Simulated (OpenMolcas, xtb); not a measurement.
How methods differ on C2H5Si (SMILES C=C[SiH2])

C2H5Si: 8 atoms, total charge 0, spin state doublet. SMILES: `C=C[SiH2]`. Geometry: relaxed at PBE0-D4/def2-TZVP.

```xyz
8

C    -0.4086    0.9302   -0.8779
C    -0.3577    0.3489    0.3266
Si    0.8864   -0.9135    0.8076
H     0.2662    0.6449   -1.6799
H    -1.1290    1.7084   -1.1117
H    -1.0567    0.6892    1.0892
H     1.5315   -1.5441   -0.3751
H     0.3600   -1.9212    1.7654
```

Each level gives the energy change with the C2–Si3 bond stretched from 1.837 to 2.388 Å (eV). The values are calculated.

| level | kind | program | value (eV) |
| --- | --- | --- | --- |
| GFN-FF | force field | xtb | 1.58 |
| GFN1-xTB | semi-empirical | xtb | 1.23 |
| UHF/aug-cc-pVDZ | Hartree–Fock | OpenMolcas | 1.42 |
| USVWN5/aug-cc-pVDZ | LDA | OpenMolcas | 1.35 |
| UBLYP/aug-cc-pVDZ | GGA | OpenMolcas | 1.10 |
| UPBE/aug-cc-pVDZ | GGA | OpenMolcas | 1.18 |
| UTPSS/aug-cc-pVDZ | meta-GGA | OpenMolcas | 1.19 |
| UBHLYP/aug-cc-pVDZ | global hybrid | OpenMolcas | 1.39 |
| UM06-2X/aug-cc-pVDZ | hybrid meta-GGA | OpenMolcas | 1.34 |

The first shape isn't each level's own minimum. The values span 1.10 to 1.58 eV. Spin contamination of the reference (⟨S²⟩ at least 0.1 too high) touches UHF/aug-cc-pVDZ.
